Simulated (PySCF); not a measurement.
Metal–ligand bonds in Cd(CH3)1–Y. Isolated molecules, 0 K electronic values unless said otherwise. One relaxed conformer stands for each flexible species; it need not be the lowest. Multiplicities are imposed; where one is given, others were not computed. Strings in code marks are SMILES.

The numbers are results of PBE-D3(BJ)/def2-TZVP // r2SCAN-D4/def2-SVP run with PySCF 2.14.0, not measurements. All candidates: neutral, multiplicity 2. 

```json
{
  "dipole_moment": "0.00 D",
  "highest_occupied_spin_orbital": "-5.38 eV"
}
```

Problem. Which member has these values?
A) `[OH]`
B) `[CH3]`
C) `[NH2]`
D) `C[N]C`

Solution. B, `[CH3]`. The others give `C[N]C`: 1.71 D, -5.55 eV; `[OH]`: 1.73 D, -7.16 eV; `[NH2]`: 1.92 D, -7.16 eV
